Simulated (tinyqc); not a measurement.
Worked calculation: Pariser-Parr-Pople SCF with singles CI, for the molecule C=CC=C[CH2+] (SMILES; centres numbered as the heavy atoms are written). Computed by tinyqc, a small Python program that keeps every step. Settings: charge = 1, gamma = MN, start = core, damping = 0, iteration cap = 65, excitations kept = 9. Command: `OMP_NUM_THREADS=1 python tinyqc.py 25734 25735 out.jsonl` (the two numbers bound the seeds that draw the settings). One thread of a shared host (Intel(R) Xeon(R) Processor @ 2.60GHz), about 0.01 s of CPU time with the checks. Later iterations appear only in the table of the cycle.

## PPP integrals

Centres (angstrom, eV; a flat drawing with bonds scaled to 1.40 angstrom):
```
centre          x          y  core charge z          W   gamma_rr
1C      -2.425000  -0.280000              1  11.160000  11.130000
2C      -1.212000   0.420000              1  11.160000  11.130000
3C       0.000000  -0.280000              1  11.160000  11.130000
4C       1.212000   0.420000              1  11.160000  11.130000
5C       2.425000  -0.280000              1  11.160000  11.130000
```

Resonance integrals (eV):
```
i  j       beta
1  2  -2.490000
2  3  -2.490000
3  4  -2.490000
4  5  -2.490000
```

Mataga-Nishimoto: gamma = 14.399645/(R + a), a = 2 x 14.399645/(gamma_rr + gamma_ss); H_rr = -W_r - sum_(s != r) z_s gamma_rs; H_rs = beta for bonds.

repulsion gamma_rs (eV), lower triangle:
```
           1C         2C         3C         4C         5C
1C  11.130000
2C   5.344569  11.130000
3C   3.872154   5.346287  11.130000
4C   2.881359   3.873196   5.346287  11.130000
5C   2.343780   2.881359   3.872154   5.344569  11.130000
```

core matrix H (eV), lower triangle:
```
            1C          2C          3C          4C          5C
1C  -25.601862
2C   -2.490000  -28.605411
3C    0.000000   -2.490000  -29.596883
4C    0.000000    0.000000   -2.490000  -28.605411
5C    0.000000    0.000000    0.000000   -2.490000  -25.601862
```

## Starting guess

pi electrons, sum of z_r less the charge = 4

Orbitals of the core matrix H.

P at the start, lower triangle:
```
           1C         2C        3C        4C        5C
1C   0.293699
2C   0.583282   1.221638
3C   0.224358   0.670219  0.969327
4C  -0.273029  -0.294823  0.670219  1.221638
5C  -0.189841  -0.273029  0.224358  0.583282  0.293699
```

## Iteration 1: Fock matrix

F_rr = H_rr + P_rr gamma_rr / 2 + sum_(s != r) P_ss gamma_rs; F_rs = H_rs - P_rs gamma_rs / 2; E = tr P (H + F) / 2 + core repulsion sum_(r<s) z_r z_s gamma_rs.

F (eV), lower triangle:
```
           1C         2C         3C         4C         5C
1C  -9.476576
2C  -4.048697  -9.477110
3C  -0.434373  -4.281591  -8.865632
4C   0.393347   0.570953  -4.281591  -9.477110
5C   0.222473   0.393347  -0.434373  -4.048697  -9.476576
```

pi energy = -51.686174 eV

## Iteration 1: orbitals and new P

Diagonalise F (the basis is taken as orthonormal) and form P = 2 sum c c over the lowest orbitals.

orbital energies (eV): -16.303175  -14.319025  -8.608020  -5.428086  -2.114697

P after iteration 1, lower triangle:
```
           1C         2C        3C        4C        5C
1C   0.648454
2C   0.782686   0.996356
3C   0.345546   0.581943  0.710380
4C  -0.216543  -0.042899  0.581943  0.996356
5C  -0.312291  -0.216543  0.345546  0.782686  0.648454
```

## Iteration 2: Fock matrix

As before.

F (eV), lower triangle:
```
           1C          2C         3C          4C         5C
1C  -9.526729
2C  -4.581559  -10.069577
3C  -0.669003   -4.045618  -9.968180
4C   0.311969    0.083078  -4.045618  -10.069577
5C   0.365970    0.311969  -0.669003   -4.581559  -9.526729
```

pi energy = -53.652376 eV

## Iteration 2: orbitals and new P

As before.

orbital energies (eV): -17.432406  -14.917932  -8.543001  -5.127422  -3.140030

P after iteration 2, lower triangle:
```
           1C         2C        3C        4C        5C
1C   0.666525
2C   0.793268   0.992190
3C   0.350324   0.571745  0.682570
4C  -0.206380  -0.034362  0.571745  0.992190
5C  -0.306923  -0.206380  0.350324  0.793268  0.666525
```

## Iteration 3: Fock matrix

As before.

F (eV), lower triangle:
```
           1C          2C          3C          4C         5C
1C  -9.525763
2C  -4.609836  -10.108926
3C  -0.678255   -4.018356  -10.027541
4C   0.297327    0.066546   -4.018356  -10.108926
5C   0.359680    0.297327   -0.678255   -4.609836  -9.525763
```

pi energy = -53.659925 eV

## Iteration 3: orbitals and new P

As before.

orbital energies (eV): -17.480947  -14.939763  -8.557846  -5.121151  -3.197211

P after iteration 3, lower triangle:
```
           1C         2C        3C        4C        5C
1C   0.666850
2C   0.794739   0.993792
3C   0.351095   0.570193  0.678716
4C  -0.204825  -0.035746  0.570193  0.993792
5C  -0.303612  -0.204825  0.351095  0.794739  0.666850
```

## Convergence

Stop when output and input P, before any damping, agree to 1e-7.

Course of the cycle:
```
iteration        E (eV)  largest |P(out) - P(in)|
1          -51.68617439                  3.55e-01
2          -53.65237628                  2.78e-02
3          -53.65992525                  3.85e-03
4          -53.66015050                  1.08e-03
5          -53.66017150                  3.51e-04
6          -53.66017370                  1.15e-04
7          -53.66017394                  3.78e-05
8          -53.66017396                  1.24e-05
9          -53.66017397                  4.09e-06
10         -53.66017397                  1.35e-06
11         -53.66017397                  4.43e-07
12         -53.66017397                  1.46e-07
13         -53.66017397                  4.80e-08
```

Converged in 13 iterations.

## Converged orbitals

Charges are z - P_rr.

orbital energies (eV): -17.482234  -14.943053  -8.558814  -5.119306  -3.200911

coefficients:
```
         MO1        MO2        MO3        MO4        MO5
1C  0.302042   0.492173  -0.560302   0.507706   0.307949
2C  0.489270   0.507706  -0.016679  -0.492173  -0.510232
3C  0.582040   0.000000   0.609563   0.000000   0.538202
4C  0.489270  -0.507706  -0.016679   0.492173  -0.510232
5C  0.302042  -0.492173  -0.560302  -0.507706   0.307949
```

pi charges: 1C 0.333073, 2C 0.005697, 3C 0.322459, 4C 0.005697, 5C 0.333073

## Singles CI, singlets

Over the 6 single excitations with the smallest orbital gaps: A = (e_a - e_i) delta + 2 (ia|jb) - (ij|ab), with (pq|rs) = sum c_mp c_mq gamma_mn c_nr c_ns. f = 2/3 w |mu|^2 in atomic units, mu = sqrt2 sum c_ia sum_m c_mi c_ma R_m.

singlet CI matrix (eV), lower triangle:
```
           2>3        1>3       2>4       2>5       1>4        1>5
2>3   3.999986
1>3   0.000000   5.930252
2>4   0.000000  -0.299547  7.212472
2>5  -0.475412   0.000000  0.000000  8.309648
1>4   0.270088   0.000000  0.000000  0.187539  8.838791
1>5   0.000000  -0.002571  0.028375  0.000000  0.000000  10.604369
```

singlet excitation energies (eV): 3.931148  5.863722  7.278759  8.315893  8.901384  10.604612

oscillator strengths: 1.244268  0.007719  0.143830  0.072804  0.034759  0.230480

## Singles CI, triplets

Over the 6 single excitations with the smallest orbital gaps: A = (e_a - e_i) delta - (ij|ab), with (pq|rs) = sum c_mp c_mq gamma_mn c_nr c_ns.

triplet CI matrix (eV), lower triangle:
```
          2>3        1>3        2>4        2>5       1>4       1>5
2>3  1.279240
1>3  0.000000   3.473587
2>4  0.000000   1.055618   4.209093
2>5  0.238629   0.000000   0.000000   6.328107
1>4  1.055618   0.000000   0.000000  -1.689022  7.056796
1>5  0.000000  -0.856840  -1.689022   0.000000  0.000000  8.183869
```

triplet excitation energies (eV): 1.034871  2.703541  4.109758  5.144545  8.484728  9.053250
